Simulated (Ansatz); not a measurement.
# Errors in the atomisation enthalpy at 298 K

6 molecules with open shells; the atomisation enthalpy at 298 K in kJ/mol, computed less measured. Shapes, held fixed at every level: PBE0-D4/def2-TZVP. Flexible molecules stand in one conformer, not always the lowest. Thermal terms are harmonic and unscaled (PBE0-D4/def2-TZVP); the spin-orbit lowering of the free atoms is taken from their spectra. Programs: Ansatz 0.2.0. Measured values: Active Thermochemical Tables.

Levels: A = CCSD(T)/def2-SVP; B = CCSD(T)/def2-TZVPP; C = CCSD/def2-TZVPP.

| molecule | from tabulated heats | A | B | C |
| --- | --- | --- | --- | --- |
| N2H (dinitrogen monohydride) | 913 | -101 | -54 | -88 |
| C2HO (ethynyloxy radical) | 1723 | -93 | -64 | -113 |
| CH3 (methyl radical) | 1224 | -52 | -25 | -32 |
| CH3O (hydroxymethyl radical) | 1636 | -100 | -47 | -71 |
| C3H3 (cyclopropenyl radical) | 2318 | -100 | -73 | -117 |
| C2H5O (ethoxy radical) | 2784 | -128 | -69 | -104 |

Task: Which level does best on this set, which worst, and which err to one side?

Result: 
```csv
level,kind,mean error,mean absolute error,worst case
CCSD(T)/def2-SVP,coupled cluster or CI,-95.7,95.7,C2H5O
CCSD(T)/def2-TZVPP,coupled cluster or CI,-55.3,55.3,C3H3
CCSD/def2-TZVPP,coupled cluster or CI,-87.5,87.5,C3H3
```

On this set CCSD(T)/def2-TZVPP has the smallest mean absolute error and CCSD(T)/def2-SVP the largest. CCSD(T)/def2-SVP is too low in 6 of 6; CCSD(T)/def2-TZVPP is too low in 6 of 6; CCSD/def2-TZVPP is too low in 6 of 6. Heats of the atoms come from ATcT where it has them. The levels differ in basis as well as in method. The largest two are near a tie. Correlated wave functions converge slowly with the basis. CCSD also lacks the triples, which bind further. T1 is large for N2H (0.040), so single-reference values are less sure there. Spin contamination: N2H (⟨S²⟩ up to 0.85), C2HO (⟨S²⟩ up to 0.81). Open shells run unrestricted. The set is small.
